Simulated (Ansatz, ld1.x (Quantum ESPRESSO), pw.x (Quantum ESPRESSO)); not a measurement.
Sr (diamond): variants of one TM potential in the solid

Sr, norm-conserving Troullier–Martins (Kleinman–Bylander form), made with ld1.x (Quantum ESPRESSO) 7.5 (PBEsol, scalar-relativistic). Core [Kr], reference 4d0 5s2 5p0. Waves: 5p (bound, empty): rc 3.35 bohr; 4d (bound, empty): rc 3.75 bohr; 5s (bound): rc 2.70 bohr. Local part: the s channel. Core correction: Bessel-smoothed model core inside 1.60 bohr.

Crystal test: diamond Sr in pw.x 7.5, no spin, 8³ k-points, Fermi–Dirac smearing 0.01 Ry, cutoffs set for each file from its atomic test. The reference is all-electron LAPW (Ansatz 0.2.0) with the same functional, mesh and smearing; V0 and B0 come from Birch–Murnaghan fits to the pressures at five volumes. Errors are pseudo minus all-electron; Δ is the rms difference of the E(V) curves that follow from these fits, minima aligned, over ±6 % about the mean V0. Mesh and smearing are coarse, so the numbers serve the comparison and aren't converged zero-temperature values; the lattice is a test structure that the element need not adopt.

All-electron: a0 = 9.339 Å (V0 = 101.82 Å³/atom), B0 = 3.0 GPa.

Base: The logarithmic derivative shows an extra or strongly shifted pseudo pole above the reference energy (s near 1.49 Ry).

2 further variants are left out: they gave no file fit for a test, a broken result, the same result as the base, or pressures whose basis-set error rivals the error shown.

A dash in a converged row means that the minimum lies outside the volumes sampled.

```tsv
change	cutoffs (Ry)	pw.x	a0 (Å)	a0 error (%)	B0 error (%)	Δ (meV/atom)	mean pressure error (GPa)
base	50/200	converged	9.335	-0.04	+2.7	0.1	-0.00
all radii but the core radius scaled by about 1.14 (s 3.08, p 3.82, d 4.26 bohr)	50/200	converged	9.339	+0.00	+1.5	0.0	+0.00
wave 4d (bound): rc 3.75 bohr becomes 4d (bound): rc 3.14 bohr	50/200	converged	9.338	-0.01	+2.9	0.0	-0.00
local potential the d channel	50/200	converged; bound ghost	–	–	–	–	+0.37
```
